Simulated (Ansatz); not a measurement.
HfO₂ (P2₁/c, No. 14), treated with rVV10 in Ansatz (plane waves, PAW).

Settings: plane-wave cutoff 520 eV, 8×8×8 k mesh, Fermi–Dirac smearing 0.01 eV, scalar-relativistic PAW data made under PBE.

Response to compression and expansion:

Shape and atoms are relaxed at each volume.

```tsv
V (Å³/atom)	P (GPa)	direct gap at Γ (eV)	smallest gap on the k mesh (eV)
11.474	6.72	4.346	4.170
11.713	3.50	4.298	3.999
11.952	-0.01	4.329	3.950
12.191	-3.77	4.356	3.953
12.430	-7.25	4.364	3.962
```

The fundamental gap (3.95 eV at the equilibrium volume, with added k points) lies elsewhere than Γ–Γ.

Measured, for comparison: band gap 5.7 eV (temperature not stated, no zero-point or thermal correction, our sources range from 5.70 to 5.84; as tabulated in Choudhary et al. (2018), arXiv:1804.01032).

Note: the relaxation could not lower the start's symmetry, so the cell can be a saddle point above a distorted one; the bulk modulus comes from volumes at which shape and atoms were relaxed.

Spin–orbit coupling is not included.

Ansatz is a quantum-chemistry and plane-wave program.
